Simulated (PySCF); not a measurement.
Match the calculated data to a structure.

All candidates are C4H8F2.

| technique | computed result |
| --- | --- |
| 13C NMR | chemical shifts (computed TMS as zero) by class: 127.3 (1 C), 37.7 (1 C), 16.6 (2 C) ppm [GIAO B97-2/pcSseg-2] |
| NMR, other nuclei | isotropic shieldings of nuclei other than C and H, by class: 318 (2 F) ppm [GIAO B97-2/pcSseg-2] |
| Dipole | 2.22 D [B97-2/pcSseg-2] |
| 1H NMR | chemical shifts (computed TMS as zero) by class: 5.79 (1 H), 1.84 (1 H), 1.02 (6 H) ppm [GIAO B97-2/pcSseg-2] |
| Rotational structure | rotational constants A, B, C: 4.714, 2.795, 2.383 GHz [PBE0-D3(BJ)/def2-TZVP] |

Gas-phase values; electronic properties from PySCF, density fitting. Levels stand in brackets. The structure is a single PBE0-D3(BJ)/def2-TZVP conformer in the gas phase; no vibrational or solvent corrections. NMR classes are plain means over equivalent atoms (diastereotopic ones count apart unless rotation or inversion swaps them), as if these changed places fast.

Question: Which candidate is it?
A. `CCCC(F)F` (CH3CH2CH2CHF2)
B. `CC(C)C(F)F` ((CH3)2CHCHF2)
C. `CCC(C)(F)F` (CH3CH2CF2CH3)

Answer: B. It is `CC(C)C(F)F`. Numbering: `[CH3:1][CH:2]([CH3:3])[CH:4]([F:5])[F:6]`. Its formula, C4H8F2, gives 0 degrees of unsaturation, so no ring and no π bond. 4 carbons fall into 3 classes; from least to most shielded: CHF2 carbon [C4] (127.3 ppm), sp3 CH carbon [C2] (37.7 ppm), methyl carbon [C1/C3] (16.6 ppm, 2 C, up to 5.1 ppm apart in this geometry). Hydrogen classes from least to most shielded: 1 H on a CHF2 carbon, C4 (5.79 ppm), 1 H on an sp3 CH carbon, C2 (1.84 ppm), 6 H on 2 methyl carbons, C1/C3 (1.02 ppm, a mean of values up to 0.7 ppm apart in this geometry). The other shieldings belong to: 318 ppm, fluorine of a CF2 group [F5/F6]. The optimised geometry has point group C1 and is an asymmetric top.

The others, at the same levels:
- `CCC(C)(F)F` fails: it has 4 carbon classes against 3; its computed 13C shifts are 132.6 (1 C), 35.6 (1 C), 23.0 (1 C), 11.1 (1 C) ppm, 1H shifts are 1.80 (2 H), 1.44 (3 H), 1.01 (3 H) ppm and smallest rotational constant is 2.620 GHz (against 2.383 GHz).
- `CCCC(F)F` fails: it has 4 carbon classes against 3; its computed 13C shifts are 126.0 (1 C), 41.5 (1 C), 21.9 (1 C), 16.9 (1 C) ppm, 1H shifts are 5.80 (1 H), 1.67 (2 H), 1.42 (2 H), 1.01 (3 H) ppm and rotational constant A is 7.855 GHz (against 4.714 GHz).

Each candidate is one conformer, not necessarily the lowest. Dipoles, sizes and rotational constants follow the conformer. The torsions of the flexible species, by atom-mapped SMILES:
- `[CH3:1][CH:2]([CH3:3])[CH:4]([F:5])[F:6]`: C1–C2–C4–F5 -59°
- `[CH3:1][CH2:2][C:3]([CH3:4])([F:5])[F:6]`: C1–C2–C3–C4 60°
- `[CH3:1][CH2:2][CH2:3][CH:4]([F:5])[F:6]`: C1–C2–C3–C4 180°, C2–C3–C4–F5 64°
